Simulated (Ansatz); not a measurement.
`[O]=[Al]` radical at its PBE0-D4/def2-TZVP geometry, where that method's forces vanish. Charge 0, multiplicity 2.

```
atom    x (Å)    y (Å)    z (Å)
  O1  -0.2291  -0.7569   0.1752
 Al2   0.2291   0.7569  -0.1752
```

Question: For each bond, give half the difference of the two atoms' forces along it (eV/Å; positive pushes the atoms apart) under PBE-D4, r2SCAN-D4, B3LYP-D4, ωB97M-V in def2-TZVPP. (Estimate.)

Answer: The calculation gave: 
```tsv
bond	length (Å)	PBE-D4	r2SCAN-D4	B3LYP-D4	ωB97M-V
O1–Al2	1.620	0.46	-0.04	0.19	0.11
```

B3LYP here is the variant with VWN-RPA as its local correlation; programs differ in this.

Program: Ansatz 0.2.0.
